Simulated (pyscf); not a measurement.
H₃C–NH–Zr(NH₂)(NH₂)–NH₂ + H• → [H₃C–NH–Zr(NH)(NH₂)–NH₂]• + H₂, a hydrogen abstraction (doublet surface; H–N broken, H–H formed). Optimised with ωB97X-D3(BJ)/def2-SVP in PySCF. Energies in eV from the separated reactants.

Small-basis levels: PySCF, no dispersion term, spherical d functions. AM1 to PM7: differences of heats of formation from MOPAC, which are fitted to 298 K values and so differ in kind from electronic energies by zero-point and thermal terms. GFN2-xTB: tblite. Open shells are spin-unrestricted. 

```json
[
 {"level": "MP2/6-31G*+LANL2DZ", "barrier": "(withheld)", "reaction energy": "+0.69"},
 {"level": "SVWN5/6-31G*+LANL2DZ", "barrier": "0.19", "reaction energy": "+0.39"},
 {"level": "BP86/6-31G*+LANL2DZ", "barrier": "0.24", "reaction energy": "-0.02"},
 {"level": "PBE/6-31G*+LANL2DZ", "barrier": "0.37", "reaction energy": "+0.18"},
 {"level": "B3LYP/LANL2DZ", "barrier": "(withheld)", "reaction energy": "+0.02"},
 {"level": "B3LYP/6-31G*+LANL2DZ", "barrier": "0.41", "reaction energy": "+0.05"},
 {"level": "M06-2X/6-31G*+LANL2DZ", "barrier": "0.72", "reaction energy": "+0.35"},
 {"level": "B3LYP/6-311+G**+LANL2DZ", "barrier": "0.45", "reaction energy": "+0.13"},
 {"level": "PBE/def2-SVP", "barrier": "0.39", "reaction energy": "+0.32"},
 {"level": "B3LYP/def2-SVP", "barrier": "0.43", "reaction energy": "+0.17"},
 {"level": "GFN2-xTB", "barrier": "0.69", "reaction energy": "+0.75"},
 {"level": "PM7", "barrier": "-0.55", "reaction energy": "-1.52"},
 {"level": "ωB97M-D3(BJ)/def2-TZVP", "barrier": "(withheld)", "reaction energy": "+0.33"}
]
```

**Question.** Fill in the missing entries.

**Answer.** 
- MP2/6-31G*+LANL2DZ, barrier: 1.21
- B3LYP/LANL2DZ, barrier: 0.36
- ωB97M-D3(BJ)/def2-TZVP, barrier: 0.66

Against the last row the barrier runs from -1.22 (PM7) to +0.55 eV (MP2/6-31G*+LANL2DZ). At SVWN5/6-31G*+LANL2DZ, GFN2-xTB, PM7 this geometry lies under one side, so the entry may be no barrier of that level: it is a single point on another level's saddle. ωB97M-D3(BJ)/def2-TZVP has limits of its own. [H₃C–NH–Zr(NH)(NH₂)–NH₂]• lies 0.42 eV over its isomer [H₃C–N–Zr(NH₂)(NH₂)–NH₂]• (electronic energy, ωB97M-D3(BJ)/def2-TZVP). This is the saddle that the search found; another between the same sides may lie lower. The angle at the transferred H is 167°. Open-shell species with a d-block atom are single-reference here; other states, and whether the spin sits on metal or ligand, were not checked. In the def2 sets elements past Kr carry core potentials, without spin-orbit coupling.
